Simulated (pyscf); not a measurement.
Single points on ωB97X-D3(BJ)/def2-SVP structures (PySCF, gas phase). Correlated levels are frozen-core, on RHF or UHF. ΔMP2 is the change of the MP2 total energy from the triple- to the quadruple-zeta basis.

### Question
PH₃ (SMILES P) + SiH₃• (SMILES [SiH3]) → H₃Si–PH₂ (SMILES [SiH3]P) + H• (SMILES [H])
Surface: doublet. Broken: H–P. Formed: P–Si. Give ΔE‡ and ΔE from CCSD(T)/def2-TZVPP + ΔMP2(QZVPP), relative to the separated reactants.

### Answer
ΔE‡ = 25.4 kcal/mol, ΔE = +13.6 kcal/mol. Zero-point energy shifts the barrier by -0.4 kcal/mol. It is a substitution at P, with an imaginary mode of 817i cm⁻¹. This is the saddle that the search found; another between the same sides may lie lower. The angle at the attacked P is 67° (front-side attack). The CCSD(T) − MP2 part came from Ansatz, without density fitting, on the same reference.
